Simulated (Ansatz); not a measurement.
Tetragonal perovskite BaTiO3 (room-temperature form, which distorts further on cooling), treated with BLYP (Ansatz, a first-principles code, plane waves, PAW).

Run with plane-wave cutoff 520 eV, 8×8×8 k mesh, Fermi–Dirac smearing 0.01 eV, no spin polarisation, scalar-relativistic PAW data made under PBE.

Cell (relaxed at this level):

Space group P4mm (No. 99); a = 3.9688 Å, b = 3.9688 Å, c = 4.5713 Å, α = 90.00°, β = 90.00°, γ = 90.00°

```json
[
 {"atom": "Ba", "site": "1a", "symmetry": "4mm", "x": "0.0000", "y": "0.0000", "z": "0.0416"},
 {"atom": "Ti", "site": "1b", "symmetry": "4mm", "x": "0.5000", "y": "0.5000", "z": "0.5441"},
 {"atom": "O", "site": "1b", "symmetry": "4mm", "x": "0.5000", "y": "0.5000", "z": "0.9349"},
 {"atom": "O", "site": "2c", "symmetry": "2mm.", "x": "0.0000", "y": "0.5000", "z": "0.4717"}
]
```

Q: Give the computed band gap and smallest direct gap on the k points sampled.

A: 
- band gap: 1.85 eV
- smallest direct gap on the k points sampled: 2.55 eV

Note: the cell is over a tenth larger than the published one: the level's own overestimate first of all, though another phase or state, or a fault of the published cell, is possible; the relaxation could not lower the start's symmetry, so the cell can be a saddle point above a distorted one.

Spin–orbit coupling is not included.

Computed values are for the static lattice.

The result took very roughly 12 core-minutes.
